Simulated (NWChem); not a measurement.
Molecule: hydrazine (N₂H₄); SMILES NN

All runs: NWChem. All runs use the structure optimised with PBE-D3(BJ)/def2-SVP. Level r2SCAN/def2-SVP: energy and gradient on several grids; changes count from the extra-fine grid, which is no exact limit either.

```csv
grid,size of the energy change (μHa),largest change of a gradient component (μHa/bohr)
xcoarse,700,2000
coarse,600,60
medium,100,40
fine,20,< 30
xfine,< 10,< 30
```
